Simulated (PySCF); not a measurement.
## BN: frontier orbitals

PBE0 at R = 1.341 Å; basis B STO-3G, N STO-3G; no relativity; PySCF 2.14. State: ³Π (triplet), unpaired electrons σ ↑, π ↑. Only the outer orbitals are listed, counted within each symmetry.

```
spin  orbital  occ.  ε (eV)  on B (%)         main shells (%)
   α       3σ     1  -21.58        21   72 N s, 12 B s, 9 B p
   α       4σ     1   -8.91        53  50 B s, 30 N p, 16 N s
   α       1π     1   -7.71        30          70 N p, 30 B p
   α       1π     1   -6.35        37          63 N p, 37 B p
   α       5σ     1   -6.17        58  40 B p, 37 N p, 19 B s
   α       2π     0    2.70        70          70 B p, 30 N p
   α       2π     0    3.64        63          63 B p, 37 N p
   α       6σ     0   17.01        67  48 B p, 26 N p, 19 B s
   β       3σ     1  -19.79        23  71 N s, 13 B s, 10 B p
   β       4σ     1   -6.87        25  52 N p, 25 B s, 22 N s
   β       1π     1   -5.70        31          69 N p, 31 B p
   β       1π     0   -2.00        39          61 N p, 39 B p
   β       5σ     0   -0.17        85  48 B s, 37 B p, 15 N p
   β       2π     0    4.85        69          69 B p, 31 N p
```

**Question.** Which are the highest filled and the lowest empty level, where do they sit, and how wide is the gap?

**Answer.** Highest filled β 1π at -5.70 eV (in %: 69 N p, 31 B p); lowest empty β 1π at -2.00 eV (in %: 61 N p, 39 B p); the gap at PBE0 is 3.70 eV. Both belong to one degenerate shell, split only by its one-sided filling, so this is no excitation gap.

```
bond order (Mayer)                             : 2.32
⟨S²⟩                                           : 2.005
charge on B (Mulliken, basis-dependent)        : 0.21
charge on B (Löwdin, basis-dependent)          : 0.08
dipole moment (positive dipole means B(−)N(+)) : -1.66 D
polarisability along the bond                  : 12.5 bohr³
polarisability across the bond                 : 5.8 bohr³
```

STO-3G is very small, so such numbers show the basis as much as the molecule. The state was picked by a PBE0 search and need not be the measured ground state.
